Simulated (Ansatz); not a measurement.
[H···H···CH2], triplet along the distance H1-H2

All five atoms lie in one plane.

Starting geometry:

```xyz
5

H    -2.1562    0.0000    0.0000
H    -1.4112    0.0000    0.0000
C     0.1968    0.0000    0.0000
H     0.6113    0.0000    0.9962
H     0.6113    0.0000   -0.9962
```

From there H2 is moved from one fragment to the other while all else, the fragments' distance too, stays fixed; atoms are numbered as listed. Energies are in kJ/mol, counted from the starting geometry at the same level.

Basis cc-pVDZ; Ansatz 0.2.0. Only valence electrons are correlated (noble-gas cores frozen). Prefix R: restricted or restricted open-shell reference; prefix U: unrestricted. Active spaces: valence = (8e, 8o) chosen from the atoms' valence shells.

For open shells CISD is restricted-active-space CI with the open shells as a complete middle space. Runs in a small pair space aren't shown, since their orbitals change along the scan.

Full CI is exact within this basis and frozen core; it isn't the basis-set limit. The frozen core follows each run's orbitals, which can shift R against U totals by a few meV.

```tsv
distance H1-H2 (Å)	full CI	unpaired electrons (full CI)	error RHF	error UHF	error CISD	error UCCSDT	error UCCSDTQ	error MRCISD (valence space)
0.693	10.3	2.02	-7.3	-4.9	-1.4	0.0	0.0	-0.2
0.745	0.0	2.02	0.0	0.0	0.0	0.0	0.0	0.0
0.819	-2.6	2.03	12.5	6.9	2.4	0.0	0.0	0.2
0.893	-0.1	2.03	27.1	12.8	4.9	0.1	0.0	0.3
0.967	0.4	2.03	39.2	16.3	5.7	0.1	0.0	0.3
1.041	-4.5	2.03	37.0	16.6	4.9	0.2	0.0	0.2
1.115	-13.7	2.03	24.4	13.7	3.5	0.2	0.0	-0.1
1.189	-22.6	2.03	11.3	8.6	1.4	0.1	0.0	-0.4
1.263	-24.3	2.03	0.0	2.7	-0.5	0.1	0.0	-0.8
```

Unpaired electrons are Σ n²(2−n)² over natural occupations. Errors are those of relative energies. In total energy the starting point itself misses full CI by: RHF 434.5, UHF 413.4, CISD 25.6, UCCSDT 0.2, UCCSDTQ -0.1, MRCISD (valence space) 11.9 kJ/mol.

Spread of the error over the points with a reference, to 1.263 Å (largest less smallest): UCCSDTQ 0.0, UCCSDT 0.2, MRCISD (valence space) 1.1, CISD 7.0, UHF 21.4, RHF 46.5 kJ/mol.
